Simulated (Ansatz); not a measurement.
Reaction (SMILES): P#P (P2) → 2 P atom
B3LYP-D3(BJ)/def2-TZVP geometries, fixed; electronic energies without zero-point terms.
Largest species:
```
P
P 1 1.8895
```

Basis-set convergence of the atomisation energy at B3LYP with Ansatz (a quantum-chemistry and plane-wave program). Cartesian d functions, on some or all atoms, in 6-311G**, 6-311+G**; all else is spherical. The program fits the integrals of some runs and decomposes those of others, by size. Open shells are unrestricted. No added dispersion term, no relativity. Functions are those of the species that has most. Reference: the value in aug-cc-pV(5+d)Z, 116.20 kcal/mol, itself unsure by roughly 0.02 kcal/mol (its mean distance from pcseg-4, aug-pcseg-3, aug-cc-pV(Q+d)Z). Deviations are taken from unrounded values.

```
basis            functions  atomisation energy (kcal/mol)
---------------  ---------  -----------------------------
def2-SVP                36                         112.31
def2-SVPD               48                         113.39
pcseg-1                 36                         109.26
aug-pcseg-1             54                         110.92
cc-pV(D+d)Z             46                         113.08
aug-cc-pV(D+d)Z         64                         113.22
6-311G**                54                         108.45
6-311+G**               62                         109.35
pcseg-2                 68                         113.47
aug-pcseg-2            100                         115.37
def2-TZVP               74                         115.71
def2-TZVPD              86                         116.23
cc-pV(T+d)Z             78                         115.81
aug-cc-pV(T+d)Z        110                         115.95
def2-TZVPP              84                         115.74
def2-TZVPPD             96                         116.25
cc-pV(Q+d)Z            128                         116.12
aug-cc-pV(Q+d)Z        178                         116.22
pcseg-3                128                         115.90
aug-pcseg-3            178                         116.22
def2-QZVPP             140                         115.99
def2-QZVPPD            152                         116.11
cc-pV(5+d)Z            200                         116.14
aug-cc-pV(5+d)Z        272                         116.20
```

What the diffuse functions change, pair by pair:
- def2-SVP to def2-SVPD: 12 more functions, deviation -3.89 to -2.81 kcal/mol
- pcseg-1 to aug-pcseg-1: 18 more functions, deviation -6.94 to -5.28 kcal/mol
- cc-pV(D+d)Z to aug-cc-pV(D+d)Z: 18 more functions, deviation -3.11 to -2.98 kcal/mol
- 6-311G** to 6-311+G**: 8 more functions, deviation -7.74 to -6.84 kcal/mol
- pcseg-2 to aug-pcseg-2: 32 more functions, deviation -2.73 to -0.82 kcal/mol
- def2-TZVP to def2-TZVPD: 12 more functions, deviation -0.49 to 0.03 kcal/mol
- cc-pV(T+d)Z to aug-cc-pV(T+d)Z: 32 more functions, deviation -0.39 to -0.25 kcal/mol
- def2-TZVPP to def2-TZVPPD: 12 more functions, deviation -0.46 to 0.05 kcal/mol
- cc-pV(Q+d)Z to aug-cc-pV(Q+d)Z: 50 more functions, deviation -0.08 to 0.03 kcal/mol
- pcseg-3 to aug-pcseg-3: 50 more functions, deviation -0.30 to 0.02 kcal/mol
- def2-QZVPP to def2-QZVPPD: 12 more functions, deviation -0.21 to -0.09 kcal/mol
- cc-pV(5+d)Z to aug-cc-pV(5+d)Z: 72 more functions, deviation -0.06 to 0.00 kcal/mol

Leaving out the reference's own pair, they bring the value nearer the reference by more than 0.02 kcal/mol in 11 of 11 pairs.
